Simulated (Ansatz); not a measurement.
# Elastic constant C11 of A-type hexagonal La₂O₃ at several levels of theory

No measured value is used here.

```json
[
 {"level (code)": "LDA (Ansatz)", "value (GPa)": "233", "cell (Å³/atom)": "15.54"},
 {"level (code)": "PBE (Ansatz)", "value (GPa)": "196", "cell (Å³/atom)": "16.64"},
 {"level (code)": "r²SCAN (Ansatz)", "value (GPa)": "212", "cell (Å³/atom)": "16.43"}
]
```

Each level is taken at its own relaxed cell. Cutoffs differ between the levels. Ansatz's density-functional and Hartree–Fock values are scalar-relativistic unless marked +SOC, with PAW data made under PBE.

Ansatz is an electronic-structure program.
